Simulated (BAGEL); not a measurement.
**C3H3FS (SMILES FCC1=CS1) at HF/6-31G(d) (density fitting with qzvpp-jkfit, spherical functions)**

Aim: the vertical singlet–triplet gap of C3H3FS at HF/6-31G* (density fitting with qzvpp-jkfit, spherical functions), from 2 runs. 

The calculation is run with BAGEL 1.2.2.

## 1. The structure to begin with

The species is C3H3FS (8 atoms), meant as a singlet with charge 0. As SMILES, `FCC1=CS1`. The shape is that of a PBE0-D4/def2-TZVP optimisation. This is one conformer, not always the lowest.

Bond lengths: F1–C2 1.376 Å, C2–C3 1.463 Å, C3–C4 1.276 Å, C3–S5 1.843 Å, C4–S5 1.821 Å, C2–H6 1.094 Å, C2–H7 1.096 Å, C4–H8 1.076 Å. Some angles: F1–C2–C3 111.1°, C2–C3–C4 152.7°, C2–C3–S5 138.1°, C4–C3–S5 68.7°, C3–C4–S5 70.5°, C3–S5–C4 40.7°, F1–C2–H6 108.7°, F1–C2–H7 108.0°, C3–C2–H6 109.8°, C3–C2–H7 109.6°.

## 2. The energy at HF/6-31G(d) (density fitting with qzvpp-jkfit, spherical functions)

File job.json:

```json
{ "bagel": [

{
  "title": "molecule",
  "basis": "6-31gs.json",
  "df_basis": "qzvpp-jkfit",
  "angstrom": true,
  "geometry": [
    { "atom": "F", "xyz": [      -0.195000,       1.657900,       1.248100 ] },
    { "atom": "C", "xyz": [       0.541600,       0.889100,       0.375800 ] },
    { "atom": "C", "xyz": [      -0.249000,      -0.228300,      -0.139300 ] },
    { "atom": "C", "xyz": [      -0.413600,      -1.457200,      -0.438900 ] },
    { "atom": "S", "xyz": [      -1.806800,      -0.481900,      -1.090600 ] },
    { "atom": "H", "xyz": [       1.422600,       0.509300,       0.902100 ] },
    { "atom": "H", "xyz": [       0.858000,       1.528900,      -0.455500 ] },
    { "atom": "H", "xyz": [      -0.065800,      -2.474800,      -0.457600 ] }
  ]
},

{ "title": "hf" },

{ "title": "print", "file": "orbitals.molden", "orbitals": true }

]}
```

The basis set 6-31G* is read from a file made from the Basis Set Exchange's data (not shown).

Run with:

```console
BAGEL_NUM_THREADS=1 BAGEL job.json > job.out
```

What it wrote:

```text
* using 1 threads per process

  ===============================================================
  ===============================================================

  *** Geometry ***

  { "atom" : "F", "xyz" : [     -0.368497,      3.132977,      2.358567 ] },
  { "atom" : "C", "xyz" : [      1.023476,      1.680155,      0.710159 ] },
  { "atom" : "C", "xyz" : [     -0.470542,     -0.431424,     -0.263239 ] },
  { "atom" : "C", "xyz" : [     -0.781591,     -2.753709,     -0.829401 ] },
  { "atom" : "S", "xyz" : [     -3.414357,     -0.910659,     -2.060935 ] },
  { "atom" : "H", "xyz" : [      2.688324,      0.962438,      1.704722 ] },
  { "atom" : "H", "xyz" : [      1.621385,      2.889202,     -0.860770 ] },
  { "atom" : "H", "xyz" : [     -0.124344,     -4.676694,     -0.864739 ] },

  Number of auxiliary basis functions:      484

  Since a DF basis is specified, we compute 2- and 3-index integrals:
    o Being stored without compression. Storage requirement is 0.025 GB

  Number of basis functions:       80
  Number of electrons      :       46

    * METHOD: MOLECULE                             0.21

  *** RHF ***

  === Nuclear Repulsion ===
   199.7043805769

      * DIIS with orbital gradients will be used.

  === RHF iteration (6-31gs.json) ===
      0       -612.05132011          0.01527087           0.06
      1       -612.14868883          0.00817923           0.06
      2       -612.17771059          0.00177630           0.06
      3       -612.17966328          0.00037218           0.06
      4       -612.17973999          0.00014102           0.06
      5       -612.17975737          0.00004366           0.06
      6       -612.17976106          0.00002322           0.06
      7       -612.17976194          0.00000999           0.06
      8       -612.17976219          0.00000425           0.06
      9       -612.17976223          0.00000232           0.06
     10       -612.17976224          0.00000109           0.06
     11       -612.17976225          0.00000054           0.06
     12       -612.17976225          0.00000026           0.06
     13       -612.17976225          0.00000013           0.06
     14       -612.17976225          0.00000005           0.06
     15       -612.17976225          0.00000003           0.06
     16       -612.17976225          0.00000001           0.06
     17       -612.17976225          0.00000001           0.06
    * SCF iteration converged.

    * Permanent dipole moment:
           (   -1.288200,     0.598578,     0.050237) a.u.

    * METHOD: HF                                   1.24

    * METHOD: PRINT                                0.01

  ===============================================================
```

It took 1.6 s on 1 thread of Arm Neoverse V2, shared host; peak memory 0.11 GiB.

## 3. The triplet at the same level

File calc.json:

```json
{ "bagel": [

{
  "title": "molecule",
  "basis": "6-31gs.json",
  "df_basis": "qzvpp-jkfit",
  "angstrom": true,
  "geometry": [
    { "atom": "F", "xyz": [   -0.195000,    1.657900,    1.248100 ] },
    { "atom": "C", "xyz": [    0.541600,    0.889100,    0.375800 ] },
    { "atom": "C", "xyz": [   -0.249000,   -0.228300,   -0.139300 ] },
    { "atom": "C", "xyz": [   -0.413600,   -1.457200,   -0.438900 ] },
    { "atom": "S", "xyz": [   -1.806800,   -0.481900,   -1.090600 ] },
    { "atom": "H", "xyz": [    1.422600,    0.509300,    0.902100 ] },
    { "atom": "H", "xyz": [    0.858000,    1.528900,   -0.455500 ] },
    { "atom": "H", "xyz": [   -0.065800,   -2.474800,   -0.457600 ] }
  ]
},
{ "title": "uhf", "nopen": 2 },
{ "title": "print", "file": "orbitals.molden", "orbitals": true }

]}
```

The basis set 6-31G* is read from a file made from the Basis Set Exchange's data (not shown).

Run with:

```console
BAGEL_NUM_THREADS=1 BAGEL calc.json > calc.out
```

What it wrote:

```text
* using 1 threads per process

  ===============================================================
  ===============================================================

  *** Geometry ***

  { "atom" : "F", "xyz" : [     -0.368497,      3.132977,      2.358567 ] },
  { "atom" : "C", "xyz" : [      1.023476,      1.680155,      0.710159 ] },
  { "atom" : "C", "xyz" : [     -0.470542,     -0.431424,     -0.263239 ] },
  { "atom" : "C", "xyz" : [     -0.781591,     -2.753709,     -0.829401 ] },
  { "atom" : "S", "xyz" : [     -3.414357,     -0.910659,     -2.060935 ] },
  { "atom" : "H", "xyz" : [      2.688324,      0.962438,      1.704722 ] },
  { "atom" : "H", "xyz" : [      1.621385,      2.889202,     -0.860770 ] },
  { "atom" : "H", "xyz" : [     -0.124344,     -4.676694,     -0.864739 ] },

  Number of auxiliary basis functions:      484

  Since a DF basis is specified, we compute 2- and 3-index integrals:
    o Being stored without compression. Storage requirement is 0.025 GB

  Number of basis functions:       80
  Number of electrons      :       46

    * METHOD: MOLECULE                             0.21

  *** Open-shell HF ***

  === Nuclear Repulsion ===
   199.7043805769

      * DIIS with orbital gradients will be used.

  === UHF iteration (6-31gs.json) ===
      0       -611.90625008          0.03141537           0.13
      1       -612.03610728          0.01775500           0.13
      2       -612.06986991          0.01059198           0.13
      3       -612.08580056          0.00133495           0.13
      4       -612.08772025          0.00083389           0.13
      5       -612.08824032          0.00042564           0.13
      6       -612.08875749          0.00032105           0.13
      7       -612.08900298          0.00028089           0.13
      8       -612.08926203          0.00023245           0.13
      9       -612.08961818          0.00014927           0.13
     10       -612.08973462          0.00009956           0.13
     11       -612.08977109          0.00007099           0.13
     12       -612.08980106          0.00004006           0.13
     13       -612.08980554          0.00002233           0.13
     14       -612.08980781          0.00001368           0.13
     15       -612.08980855          0.00000767           0.13
     16       -612.08980879          0.00000534           0.13
     17       -612.08980889          0.00000413           0.13
     18       -612.08980895          0.00000297           0.13
     19       -612.08980897          0.00000235           0.13
     20       -612.08980899          0.00000187           0.13
     21       -612.08980900          0.00000152           0.13
     22       -612.08980901          0.00000111           0.13
     23       -612.08980902          0.00000068           0.13
     24       -612.08980902          0.00000042           0.13
     25       -612.08980902          0.00000029           0.13
     26       -612.08980902          0.00000020           0.13
     27       -612.08980902          0.00000016           0.13
     28       -612.08980902          0.00000010           0.13
     29       -612.08980902          0.00000008           0.13
     30       -612.08980902          0.00000007           0.12
     31       -612.08980902          0.00000006           0.12
     32       -612.08980902          0.00000004           0.12
     33       -612.08980902          0.00000003           0.12
     34       -612.08980902          0.00000002           0.12
     35       -612.08980902          0.00000002           0.12
     36       -612.08980902          0.00000001           0.12
     37       -612.08980902          0.00000001           0.12
    * SCF iteration converged.

    * S^2 (UHF) is 2.0312

    * Permanent dipole moment:
           (   -0.688772,     0.542335,     0.411007) a.u.

    * METHOD: UHF                                  5.00

    * METHOD: PRINT                                0.01

  ===============================================================
```

Run time: 5.4 s. Hardware: 1 thread of Arm Neoverse V2, shared host; peak memory 0.11 GiB.

## 4. Outcome

At HF/6-31G* (density fitting with qzvpp-jkfit, spherical functions):

```
                                        quantity          value
                           singlet: total energy  -612.17976 Eh
                          singlet: dipole moment         3.61 D
                            singlet: HOMO energy       -8.20 eV
                            singlet: LUMO energy        3.50 eV
                          singlet: HOMO–LUMO gap       11.70 eV
                           triplet: total energy  -612.08981 Eh
                          triplet: dipole moment         2.46 D
                                   triplet: ⟨S²⟩          2.031
vertical energy of the triplet above the singlet       2.448 eV
```

What this shows: At this shape the triplet lies 2.45 eV (236 kJ/mol) above the singlet.
